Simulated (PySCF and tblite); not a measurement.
The numbers below are computed, except where a source is named.
**C₄H₆O, numbered as in [O:1]=[CH:2][CH:3]1[CH2:4][CH2:5]1: conformational analysis**

Geometries PBE0-D3(BJ)/def2-SVP; weights from B3LYP-D3(BJ)/def2-TZVP (IEF-PCM, chloroform) energies and GFN2-xTB thermal corrections, with symmetry numbers and mirror pairs. Conformers within 3 kcal/mol (GFN2-xTB free energy) were kept, 8 at most. GIAO shieldings: WP04/pcSseg-1 (IEF-PCM, chloroform). Couplings: B3LYP/pcJ-1 (gas phase; spin-dipole term only for pairs with B, N, F, Si or P). TDDFT excitations: CAM-B3LYP/def2-SVPD (IEF-PCM, chloroform). Couplings are for ¹³C, ¹H, ¹⁷O. Shifts are against TMS (¹H), TMS (¹³C) at the same level; of two unlike H on one atom, a is the less shielded. Run with PySCF (density fitting) and tblite.

Torsions listed: O1–C2–C3–C4.

```json
{"conformer": "1", "shape": "147°", "symmetry": "Cs", "E(GFN2) kcal/mol": "0.00", "E(DFT) kcal/mol": "0.00", "G(298.15 K) kcal/mol": "0.00", "weight %": "75.6", "dipole D": "4.10"}
{"conformer": "2", "shape": "-33°", "symmetry": "Cs", "E(GFN2) kcal/mol": "0.74", "E(DFT) kcal/mol": "0.78", "G(298.15 K) kcal/mol": "0.67", "weight %": "24.4", "dipole D": "3.47"}
```

Weights (%) against temperature:

```csv
T (K),1,2,S(mix) cal/mol/K
180,87.6,12.4,0.74
230,81.8,18.2,0.94
298.15,75.6,24.4,1.10
330,73.3,26.7,1.15
400,69.2,30.8,1.23
```

Averaged shifts at 298.15 K. ¹H: 8.59 (H2, 1H), 1.69 (H3, 1H), 1.19 (H4a/H5a, 2H), 1.16 (H4b/H5b, 2H) ppm. ¹³C: 209.2 (C2), 27.9 (C3), 12.6 (C4/C5) ppm.

Averaged couplings (Hz): ¹J(O1,C2) 32.5, ²J(O1,C3) -0.6, ³J(O1,C4) -0.6, ²J(O1,H2) -4.4, ³J(O1,H3) -0.9, ¹J(C2,C3) 56.7, ¹J(C2,H2) 172.7, ²J(C2,H3) 0.4, ³J(C2,H4b) 6.7, ³J(C2,H4a) 3.6, ¹J(C3,C4) 12.1, ²J(H2,C3) 31.1, ¹J(C3,H3) 175.2, ²J(C3,H4b) -1.9, ²J(C3,H4a) -1.6, ¹J(C4,C5) 18.3, ³J(H2,C4) 1.1, ²J(H3,C4) -0.6, ¹J(C4,H4b) 171.6, ¹J(C4,H4a) 174.4, ²J(C4,H5a) -1.6, ²J(C4,H5b) -1.7, ³J(H2,H3) 5.9, ³J(H3,H4b) 5.1, ³J(H3,H4a) 9.2, ²J(H4b,H4a) -5.2, ³J(H4b,H5a) 7.8, ³J(H4b,H5b) 11.1, ³J(H4a,H5a) 9.8.

Coordinates of conformer 1 (Å):

```xyz
11

O     2.535   -0.770    0.299
C     1.530   -0.111    0.334
C     0.210   -0.544   -0.169
C    -1.021   -0.038    0.549
C    -0.685    0.507   -0.788
H     1.531    0.927    0.769
H     0.196   -1.555   -0.587
H    -0.866    0.600    1.424
H    -1.854   -0.739    0.643
H    -1.276    0.198   -1.653
H    -0.294    1.528   -0.849
```

Shifts are unscaled: against experiment ¹³C can be off by 15 ppm or more and ¹H by 0.8 ppm.

Search and properties took 74 s on 1 thread of AMD EPYC 7B13 (shared host) (rough), launched as `OMP_NUM_THREADS=1 python ens_run.py task.json out`.
